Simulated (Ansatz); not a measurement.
A trace of molecular dynamics of C2H5O (8 atoms, charge 0, multiplicity 2).

The calculation used Ansatz, UKS CAM-B3LYP-D4/6-31G*.

```json
{
 "ensemble": "NVE (velocity Verlet)",
 "starting velocities drawn for": "100 K",
 "seed": "4693"
}
```

```
time (fs)  T (K)  potential energy less start (eV)  conserved less start (meV/atom)
      0.0    100                             0.000                             0.00
      4.0     60                             0.031                             0.03
      8.0     36                             0.050                             0.06
     12.0     72                             0.022                             0.03
     16.0     86                             0.011                             0.01
     20.0     62                             0.029                             0.04
     24.0     60                             0.032                             0.06
     28.0     96                             0.003                             0.03
     32.0    101                            -0.001                             0.02
     36.0    103                            -0.002                             0.03
     40.0    124                            -0.019                             0.05
     44.0    151                            -0.039                             0.04
     48.0    160                            -0.046                             0.03
     52.0    166                            -0.051                             0.03
     56.0    199                            -0.077                             0.03
     60.0    190                            -0.069                             0.04
     64.0    196                            -0.074                             0.03
     68.0    215                            -0.089                             0.02
     72.0    219                            -0.092                             0.03
     76.0    194                            -0.072                             0.06
     80.0    198                            -0.076                             0.04
     84.0    224                            -0.096                             0.01
     88.0    208                            -0.083                             0.03
     92.0    186                            -0.066                             0.06
     96.0    193                            -0.072                             0.04
    100.0    218                            -0.091                             0.00
```

Question: Can this run be trusted? Judge the integration.

Answer: The conserved energy stayed within 0.062 meV per atom of its start (net change 0.0042 meV per atom), so the integration is sound. The system heated up, since it started high on the potential surface and ran downhill. A run of 0.1 ps of so small a system gives no equilibrium averages. The time step was 0.5 fs.

Time of the run: 3.8 min on 2 threads of Intel(R) Xeon(R) Platinum 8375C CPU @ 2.90GHz (Ice Lake), on a shared host, peak memory 0.19 GiB.
